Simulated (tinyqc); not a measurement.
MP2 on RHF in the sto-3g basis, for H2O, spin multiplicity 1, step by step. One step of it, computed by the program tinyqc.

Question. Iteration 8 (converged): orbitals. Diagonalise F' = X^T F X, C = X C', fill 5 alpha and 5 beta electrons from the bottom; D = 2 C_occ C_occ^T. Each column has its largest component positive (the first on a tie).

converged F (hartree):
```
             1O 1s      1O 2s     1O 2px     1O 2py     1O 2pz      2H 1s      3H 1s
1O 1s   -20.238049  -5.164905   0.000000  -0.000821  -0.031148  -1.354752  -1.253384
1O 2s    -5.164905  -2.465142   0.000000  -0.009714  -0.154392  -1.124305  -1.065821
1O 2px    0.000000   0.000000  -0.399284   0.000000   0.000000   0.000000   0.000000
1O 2py   -0.000821  -0.009714   0.000000  -0.339120  -0.010054  -0.391561   0.381425
1O 2pz   -0.031148  -0.154392   0.000000  -0.010054  -0.385412  -0.415500  -0.405870
2H 1s    -1.354752  -1.124305   0.000000  -0.391561  -0.415500  -0.664986  -0.478264
3H 1s    -1.253384  -1.065821   0.000000   0.381425  -0.405870  -0.478264  -0.615219
```

X:
```
                1          2          3         4          5          6         7
1O 1s   -0.288991   0.050912   0.763094  0.000000  -0.619647   0.000358  0.137971
1O 2s    1.217222  -0.167370  -0.314758  0.000000  -0.315393  -0.002163  0.401800
1O 2px   0.000000   0.000000   0.000000  1.000000   0.000000   0.000000  0.000000
1O 2py   0.154562   0.909320  -0.000676  0.000000   0.008496   0.715142  0.006478
1O 2pz   0.600616  -0.086581   0.643116  0.000000   0.632479  -0.006922  0.198939
2H 1s   -0.925304  -0.798546  -0.141162  0.000000   0.115631   0.348628  0.378481
3H 1s   -0.597993   1.018411  -0.145285  0.000000   0.115996  -0.366136  0.367036
```

Give: F' = X^T F X; orbital energies; coefficients C; D after iteration 8.

Answer.

F' = X^T F X (hartree):
```
         1        2        3        4        5        6        7
1   0.3263   0.0987   1.3938   0.0000  -0.9256   0.0236   0.0272
2   0.0987   0.7315  -0.2991   0.0000   0.2263   0.1359  -0.0339
3   1.3938  -0.2991  -9.1976   0.0000   9.0326  -0.0081  -3.6272
4   0.0000   0.0000   0.0000  -0.3993   0.0000   0.0000   0.0000
5  -0.9256   0.2263   9.0326   0.0000  -9.7189   0.0033   3.8838
6   0.0236   0.1359  -0.0081   0.0000   0.0033  -0.6096  -0.0088
7   0.0272  -0.0339  -3.6272   0.0000   3.8838  -0.0088  -2.7553
```

orbital energies (hartree): MO1 -20.2470, MO2 -1.2983, MO3 -0.6235, MO4 -0.4752, MO5 -0.3993, MO6 0.6504, MO7 0.7699

coefficients C:
```
            MO1      MO2      MO3      MO4     MO5      MO6      MO7
1O 1s    0.9941  -0.2306   0.0054   0.1100  0.0000   0.1318   0.0243
1O 2s    0.0273   0.8173  -0.0299  -0.5718  0.0000  -0.9157  -0.1859
1O 2px   0.0000   0.0000   0.0000   0.0000  1.0000   0.0000   0.0000
1O 2py   0.0003   0.0095   0.6195  -0.0114  0.0000   0.1560  -0.9767
1O 2pz   0.0050   0.1520   0.0164   0.7610  0.0000  -0.7748  -0.1364
2H 1s   -0.0066   0.1663   0.4472   0.2598  0.0000   0.6742   1.0209
3H 1s   -0.0061   0.1530  -0.4478   0.2823  0.0000   0.9313  -0.7261
```

D after iteration 8:
```
          1O 1s    1O 2s  1O 2px   1O 2py   1O 2pz    2H 1s    3H 1s
1O 1s    2.1069  -0.4489  0.0000   0.0003   0.1074  -0.0278  -0.0253
1O 2s   -0.4489   1.9933  0.0000  -0.0085  -0.6225  -0.0524  -0.0464
1O 2px   0.0000   0.0000  2.0000   0.0000   0.0000   0.0000   0.0000
1O 2py   0.0003  -0.0085  0.0000   0.7680   0.0059   0.5513  -0.5583
1O 2pz   0.1074  -0.6225  0.0000   0.0059   1.2050   0.4607   0.4613
2H 1s   -0.0278  -0.0524  0.0000   0.5513   0.4607   0.5904  -0.2028
3H 1s   -0.0253  -0.0464  0.0000  -0.5583   0.4613  -0.2028   0.6072
```
